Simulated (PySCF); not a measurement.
Bonds (- single, = double, # triple, : aromatic): N1-Si2 1.722 Å, Si2-N3 1.732 Å. N1 carries H4, H5; Si2 carries H6, H7; N3 carries H8, H9.

In vacuum, no relativistic terms, a single conformation, equivalent nuclei averaged. Geometry: GFN2-xTB; σ from GIAO-PBE0/pcSseg-1; PySCF 2.14.0 with density-fitted response routines.

Referencing at the same level of theory: ¹H (σref 31.72), ²⁹Si (σref 349.16) vs TMS; NH3 for ¹⁵N (σref 267.73).

| atoms | nucleus | count | Hirshfeld charge | δ (ppm) |
| --- | --- | --- | --- | --- |
| N1/N3 | ¹⁵N | 2 | -0.33 | ? |
| H6/H7 | ¹H | 2 | -0.09 | ? |
| Si2 | ²⁹Si | 1 | 0.39 | -38.5 |
| H4/H5/H8/H9 | ¹H | 4 | 0.11 | 0.35 |

Estimate the values marked ?.

Results:


- H6/H7: 4.85 ppm, hydrogen on a silicon bonded to 2 N
- N1/N3: 23.9 ppm, nitrogen bonded to Si, 2 H

OH/NH shifts are gas-phase values; hydrogen bonding in solution moves them, usually downfield. Experimental scales use liquid or dissolved standards, which lie at an offset from isolated NH3 (liquid NH3: subtract about 20 ppm).
